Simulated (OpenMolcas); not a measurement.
# NH3 (ammonia): levels of theory compared

Wanted: a comparison of 6 runs (B2PLYP/STO-3G, SVWN5/STO-3G, UB3LYP/STO-3G, MP2/STO-3G, ACPF/STO-3G, CCSD(T)/STO-3G) of NH3 (ammonia). 

The results are computed with OpenMolcas 26.06.

## Step 1: The structure to begin with

The species is NH3 (4 atoms), meant as a singlet with charge 0. SMILES: `N`. The N1–H3 distance was set to 1.519 Å, away from the relaxed value. At this shape a bond of the SMILES string is far longer than usual.

Bond lengths: N1–H2 1.013 Å, N1–H4 1.013 Å. Angles: H2–N1–H4 107.7°. A long bond or contact: N1–H3 1.519 Å.

## Step 2: The energy at B2PLYP/STO-3G (run 1)

Input file test.input:

```
>>> EXPORT MOLCAS_PRINT=2

&GATEWAY
 BasLib = $CurrDir
 Coord
 4
 angstrom
 N        0.343727       0.514546       0.221261
 H        0.903817      -0.028754       0.866581
 H       -0.891960      -0.300620      -0.118350
 H        0.880077       0.629966      -0.629889
 Basis = STO-3G
 Group = NoSym

&SEWARD
 GridInput
 Grid=UltraFine
 End of Grid

&SCF
 KSDFT = B2PLYP_SCF
 Thresholds = 1e-10 1e-07 1e-07 1e-05
 PrOrbitals = 1 1

&MBPT2
 Frozen = 1
```

The basis set STO-3G is read from a file made from the Basis Set Exchange's data (not shown).

Started as:

```bash
$ export MOLCAS_MEM=1860
$ pymolcas test.input > test.log
```

Standard output:

```text
--- Start Module: gateway ---
[...]
--- Stop Module: gateway /rc=_RC_ALL_IS_WELL_ ---
[...]
      Basis functions            8
[...]
--- Start Module: scf ---
[...]
       Convergence after  11 Iterations
[...]
::    Total KS-DFT energy                             -55.5696254175
[...]
      Total spin, S                                     0.0000000000
[...]
      Total electronic charge=   10.000000
      Total            charge=   -0.000000
[...]
      Dipole Moment (debye):
      Origin of the operator (angstrom)=    0.3355    0.4410    0.1890
                   X=  7.1106E-01               Y= -1.4206E+00               Z= -6.3677E-01           Total=  1.7115E+00
      Quadrupole Moment (debye*angstrom):
[...]
--- Stop Module: scf /rc=_RC_ALL_IS_WELL_ ---
[...]
--- Start Module: mbpt2 ---
[...]
 ###    WARNING: MP2 implementation intended for RHF references only         ###
 ###############################################################################
MBPT2 WARNING: Reference function according to RunFile:KS-DFT
I'll assume you know what you're doing and continue
WARNING!
Default frozen orbitals as non valence orbitals is overwritten by user input.
Default values:   1
[...]
       Reference weight ( Cref**2 )         =        0.93916
::    Total MBPT2 energy                              -55.6617822765
[...]
      Total MBPT2 calculations                           0.03      0.04
--- Stop Module: mbpt2 /rc=_RC_ALL_IS_WELL_ ---
[...]
```

It took 3.6 s on 1 thread of Intel Xeon Platinum 8375C at 2.90GHz (Ice Lake), shared host; peak memory 0.37 GiB.

## Step 3: The energy at SVWN5/STO-3G (run 2)

Input file test.input:

```
* H3N Kohn-Sham DFT
&GATEWAY
BasLib=$CurrDir
Coord
4
angstrom
N        0.343727       0.514546       0.221261
H        0.903817      -0.028754       0.866581
H       -0.891960      -0.300620      -0.118350
H        0.880077       0.629966      -0.629889
Basis=STO-3G
Group=NoSym
&SEWARD
GridInput
Grid=UltraFine
End of Grid
&SCF
KSDFT=SVWN5
Thresholds=1e-10 1e-07 1e-07 1e-05
PrOrbitals=1 1
```

The basis set STO-3G is read from a file made from the Basis Set Exchange's data (not shown).

Started as:

```bash
$ export MOLCAS_MEM=1860
$ pymolcas test.input > test.log
```

Standard output:

```text
--- Start Module: gateway ---
[...]
--- Stop Module: gateway /rc=_RC_ALL_IS_WELL_ ---
--- Start Module: seward ---
[...]
      Basis functions            8
--- Stop Module: seward /rc=_RC_ALL_IS_WELL_ ---
--- Start Module: scf ---
[...]
       Convergence after  11 Iterations
[...]
::    Total KS-DFT energy                             -55.2023227355
[...]
      Total spin, S                                     0.0000000000
[...]
      Total electronic charge=   10.000000
      Total            charge=   -0.000000
[...]
      Dipole Moment (debye):
      Origin of the operator (angstrom)=    0.3355    0.4410    0.1890
                   X=  7.0290E-01               Y= -1.4861E+00               Z= -6.6547E-01           Total=  1.7735E+00
      Quadrupole Moment (debye*angstrom):
[...]
--- Stop Module: scf /rc=_RC_ALL_IS_WELL_ ---
[...]
```

It took 2.9 s on 1 thread of Intel Xeon Platinum 8375C at 2.90GHz (Ice Lake), shared host; peak memory 0.37 GiB.

Runs 3 to 4 aren't shown in full; the table further down has their settings and results.

## Step 4: The energy at ACPF/STO-3G (run 5)

Input file test.inp:

```
&gateway
 baslib=$CurrDir
 coord
 4
 angstrom
 N        0.343727       0.514546       0.221261
 H        0.903817      -0.028754       0.866581
 H       -0.891960      -0.300620      -0.118350
 H        0.880077       0.629966      -0.629889
 basis=STO-3G
 group=NoSym

&seward

&scf
 thresholds=1e-10 1e-07 1e-07 1e-05
 prorbitals=1 1

&motra
 frozen=1

&guga
 electrons=8
 spin=1
 inactive=4
 active=0
 ciall=1

&cpf
 acpf
```

The basis set STO-3G is read from a file made from the Basis Set Exchange's data (not shown).

Started as:

```bash
$ export MOLCAS_MEM=1860
$ pymolcas test.inp > test.log
```

Standard output:

```text
--- Start Module: gateway ---
[...]
--- Stop Module: gateway /rc=_RC_ALL_IS_WELL_ ---
[...]
      Basis functions            8
[...]
       Convergence after  11 Iterations
[...]
::    Total SCF energy                                -55.3322496861
[...]
      Total spin, S                                     0.0000000000
[...]
      *** WARNING: Default frozen orbitals is overwritten by user input.
      *** Default values:   1
[...]
--- Start Module: guga ---
[...]
--- Stop Module: guga /rc=_RC_ALL_IS_WELL_ ---
--- Start Module: cpf ---
[...]
      Active orbitals                            0       0
[...]
      Spin quantum number                      0.0
[...]
     FINAL ACPF ENERGY         -55.43919141
     FINAL CORRELATION ENERGY   -0.10694172  REFERENCE ENERGY     -55.33224969
[...]
      Title:  ACPF natural orbitals
[...]
      Total electronic charge=   10.000000
      Total            charge=    0.000000
[...]
      Dipole Moment (debye):
      Origin of the operator (angstrom)=    0.3355    0.4410    0.1890
                   X=  9.0045E-01               Y= -1.2735E+00               Z= -5.7493E-01           Total=  1.6622E+00
      Quadrupole Moment (debye*angstrom):
[...]
--- Stop Module: cpf /rc=_RC_ALL_IS_WELL_ ---
[...]
```

It took 1.9 s on 1 thread of Intel Xeon Platinum 8375C at 2.90GHz (Ice Lake), shared host; peak memory 0.37 GiB.

## Step 5: The energy at CCSD(T)/STO-3G (Cholesky decomposition) (run 6)

Input file test.input:

```
&GATEWAY
 BASLIB = $CurrDir
 COORD
 4
 angstrom
 N        0.343727       0.514546       0.221261
 H        0.903817      -0.028754       0.866581
 H       -0.891960      -0.300620      -0.118350
 H        0.880077       0.629966      -0.629889
 BASIS = STO-3G
 GROUP = NoSym

&SEWARD
 HIGH

&SCF
 THRESHOLDS = 1e-10 1e-07 1e-07 1e-05
 PRORBITALS = 1 1

&CHCC
 FROZEN = 1
 THRESHOLD = 1e-08
 MAXITERATIONS = 80

&CHT3
 FROZEN = 1
```

The basis set STO-3G is read from a file made from the Basis Set Exchange's data (not shown).

Started as:

```bash
$ export MOLCAS_MEM=1860
$ pymolcas test.input > test.log
```

Standard output:

```text
--- Start Module: gateway ---
[...]
--- Stop Module: gateway /rc=_RC_ALL_IS_WELL_ ---
[...]
      Basis functions            8
[...]
       Convergence after  11 Iterations
[...]
::    Total SCF energy                                -55.3322496861
[...]
      Total spin, S                                     0.0000000000
[...]
      Total electronic charge=   10.000000
      Total            charge=   -0.000000
[...]
      Dipole Moment (debye):
      Origin of the operator (angstrom)=    0.3355    0.4410    0.1890
                   X=  6.7020E-01               Y= -1.4257E+00               Z= -6.3837E-01           Total=  1.6998E+00
      Quadrupole Moment (debye*angstrom):
[...]
--- Start Module: chcc ---
[...]
--- Stop Module: chcc /rc=_RC_ALL_IS_WELL_ ---
--- Start Module: cht3 ---
[...]
--- Stop Module: cht3 /rc=_RC_ALL_IS_WELL_ ---
[...]
```

Run time: 2.3 s. Hardware: 1 thread of Intel Xeon Platinum 8375C at 2.90GHz (Ice Lake), shared host; peak memory 0.16 GiB.

## Step 6: All runs side by side

```csv
run,level,frozen core orbitals,scramble,energy (Eh),dipole moment (D) of the reference,HOMO energy (eV),LUMO energy (eV),wall time
1,B2PLYP/STO-3G,1,–,-55.594508,1.71,-6.07,5.22,3.6 s
2,SVWN5/STO-3G,–,–,-55.202323,1.77,-1.75,2.26,2.9 s
3,UB3LYP/STO-3G,–,0.25,-55.695736,1.71,-3.86,2.94,6.3 s
4,MP2/STO-3G,1,–,-55.402735,1.70,-9.05,8.55,1.9 s
5,ACPF/STO-3G,1,–,-55.439191,1.70,-9.05,8.55,1.9 s
6,CCSD(T)/STO-3G (Cholesky decomposition),1,–,-55.436788,1.70,-9.05,8.55,2.3 s
```

## Step 7: Outcome

```
                                         quantity         value
                              run 6: total energy  -55.43679 Eh
        run 6: dipole moment (mean-field density)        1.70 D
       run 6: HOMO energy (Hartree–Fock orbitals)      -9.05 eV
       run 6: LUMO energy (Hartree–Fock orbitals)       8.55 eV
     run 6: HOMO–LUMO gap (Hartree–Fock orbitals)      17.60 eV
run 6: correlation energy (1 core orbital frozen)    -104.5 mEh
                            run 6: (T) correction     -0.34 mEh
```

In words: Over runs 1, 2, 3 the dipole moment (its size) runs from 1.71 D (UB3LYP/STO-3G) to 1.77 D (SVWN5/STO-3G). Over runs 1, 2, 3 the HOMO–LUMO gap runs from 4.01 eV (SVWN5/STO-3G) to 11.29 eV (B2PLYP/STO-3G). A double hybrid's value is that of its SCF part. For B2PLYP the log adds the whole second-order term; the table takes 0.27 of it, as the functional is defined. Totals of different functionals can't be ranked against each other. In runs 1, 2, 3, 4, 5, 6 the basis is minimal, so the values are rough. All runs together took 19 s, the longest 6.3 s.
